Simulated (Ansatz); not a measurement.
Basis-set extrapolation for C2H5FN2O (`C=NC(N)(O)F`) (PBE0-D4/def2-TZVP geometry, frozen core, Ansatz 0.2.0). Multiplicity 1, RHF reference.

|  | def2-TZVPP | def2-QZVPP |
| --- | --- | --- |
| HF | -361.988062 | -362.004174 |
| MP2 correlation | -1.220022 | -1.314231 |
| CCSD(T) correlation | -1.292360 | not run |

Energies in hartree. Use E(X) = E(∞) + A·exp(−7.88·√X) for Hartree–Fock and E(X) = E(∞) + B·X^(−2.97) for correlation, with X = 3 and 4, and add CCSD(T) minus MP2 of the smaller set to the MP2 limit.

Q: What is the CCSD(T) energy at the basis-set limit?

A: HF limit: -362.004174 + (-0.016112) × 0.13774 = -362.00639. MP2 limit: -1.314231 + (-0.094209) × 0.74074 = -1.38402. Higher-order term: -1.292360 − (-1.220022) = -0.07234. Total: -363.46275 hartree, 478.7 kJ/mol below CCSD(T)/def2-TZVPP.
